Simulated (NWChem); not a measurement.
# Total energies of B (+1)

```
B
```
Charge +1, spin multiplicity 1.

Program: NWChem.

Basis set: cc-pVQZ (55 functions).

| method | total energy (Ha) |
|---|---|
| RHF | -24.23747 |
| MP2 | -24.27551 |
| B2PLYP | -24.32474 |
| PBE | -24.29244 |
| B3LYP | -24.34369 |
| BLYP | -24.33561 |

Total energies of different functionals aren't comparable as a measure of quality: only differences taken within one method are. 

The correlated methods keep 1 core orbital frozen. B3LYP has NWChem's definition, with VWN1-RPA local correlation.
